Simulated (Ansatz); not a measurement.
CH5NSi, SMILES `N=C[SiH3]`. The species carries charge 0 and has multiplicity 1. Geometry: relaxed with PBE0-D4/def2-TZVP. It is one conformer, not always the lowest.

```xyz
8

N    -0.665   -1.566    0.195
C    -0.711   -0.297    0.168
Si    0.855    0.688   -0.212
H    -1.580   -1.970    0.412
H    -1.644    0.257    0.360
H     1.142    1.597    0.931
H     0.616    1.531   -1.414
H     1.987   -0.239   -0.440
```

Problem. What is the dipole moment at ωB97M-V/def2-TZVPP? (Best estimate.)

Solution. Computed: 1.78 D, with components (-1.44, 1.01, 0.29) D in this frame, pointing from negative to positive charge.

Problem. And with PBE, r2SCAN, B3LYP? (An estimate is asked.)

Solution. Computed: PBE 1.70 D, r2SCAN 1.75 D, B3LYP 1.76 D.

Problem. Give the Mulliken charges with ωB97M-V, PBE, r2SCAN in def2-TZVPP. (Estimate.)

Solution. The calculation gave: 
```json
{"atom": "N1", "ωB97M-V": "-0.23", "PBE": "-0.23", "r2SCAN": "-0.29"}
{"atom": "C2", "ωB97M-V": "-0.13", "PBE": "-0.10", "r2SCAN": "-0.05"}
{"atom": "Si3", "ωB97M-V": "0.22", "PBE": "0.26", "r2SCAN": "0.34"}
{"atom": "H4", "ωB97M-V": "0.12", "PBE": "0.16", "r2SCAN": "0.16"}
{"atom": "H5", "ωB97M-V": "0.08", "PBE": "0.06", "r2SCAN": "0.04"}
{"atom": "H6", "ωB97M-V": "-0.03", "PBE": "-0.05", "r2SCAN": "-0.07"}
{"atom": "H7", "ωB97M-V": "-0.03", "PBE": "-0.05", "r2SCAN": "-0.07"}
{"atom": "H8", "ωB97M-V": "-0.01", "PBE": "-0.04", "r2SCAN": "-0.06"}
```

B3LYP here is the variant with VWN-RPA as its local correlation; programs differ in this.
